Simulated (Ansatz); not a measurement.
```xyz
12

C    -0.495    0.224   -1.558
O    -0.711   -0.756   -0.554
C    -0.415   -0.376    0.721
C     0.999    0.088    0.964
F    -1.269    0.624    1.110
Cl   -0.777   -1.797    1.738
H    -0.971    1.172   -1.297
H    -0.956   -0.172   -2.460
H     0.572    0.380   -1.742
H     1.138    0.289    2.025
H     1.700   -0.683    0.646
H     1.186    1.008    0.407
```

The species carries charge 0 and has multiplicity 1.

Q: List the PBE/def2-TZVPP orbital energies in eV (Ansatz). (Estimate.)

A: Computed: Occupied: -2738.89, -660.24, -511.26, -273.95, -270.50, -269.32, -249.46, -190.23, -189.95, -189.94, -30.81, -26.98, -21.38, -18.78, -17.99, -15.07, -13.62, -12.90, -12.47, -11.27, -10.82, -10.48, -9.99, -9.47, -9.11, -8.15, -7.46, -7.38, -6.99. Lowest empty: -0.41, 0.41, 1.17, 1.55, 1.70, 2.25, 2.40, 2.50.
